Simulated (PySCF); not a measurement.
NH⁺: frontier orbitals

PBE0 at R = 1.116 Å; basis H jorge-DZP-DKH, N jorge-DZP-DKH; spin-free X2C with a Gaussian nucleus; PySCF 2.14. State: ⁴Σ⁻ (quartet), unpaired electrons σ ↑, π ↑↑. Only the outer orbitals are listed, counted within each symmetry.

```csv
spin,orbital,occ.,ε (eV),on H (%),main shells (%)
α,2σ,1,-36.24,10,"89 N s, 9 H s"
α,3σ,1,-25.36,23,"71 N p, 23 H s"
α,1π,1,-22.20,1,99 N p
α,1π,1,-22.20,1,99 N p
α,4σ,0,-7.84,93,"91 H s, 10 N p"
α,5σ,0,2.07,86,"85 H s, 14 N p"
α,2π,0,3.58,1,99 N p
β,2σ,1,-30.70,19,"74 N s, 18 H s"
β,3σ,0,-16.72,21,"56 N p, 22 N s, 21 H s"
β,1π,0,-13.04,1,99 N p
β,1π,0,-13.04,1,99 N p
```

Which are the highest filled and the lowest empty level, where do they sit, and how wide is the gap?

Highest filled α 1π at -22.20 eV (in %: 99 N p); lowest empty β 3σ at -16.72 eV (in %: 56 N p, 22 N s, 21 H s); the gap at PBE0 is 5.48 eV.

- bond order (Mayer): 0.76
- ⟨S²⟩: 3.751
- charge on H (Mulliken, basis-dependent): 0.47
- charge on H (Löwdin, basis-dependent): 0.29
- dipole moment (positive dipole points towards N; it is taken about the centre of mass and depends on that origin): -1.84 D
- polarisability along the bond: 5.7 bohr³
- polarisability across the bond: 3.0 bohr³

The state was picked by a PBE0 search and need not be the measured ground state.
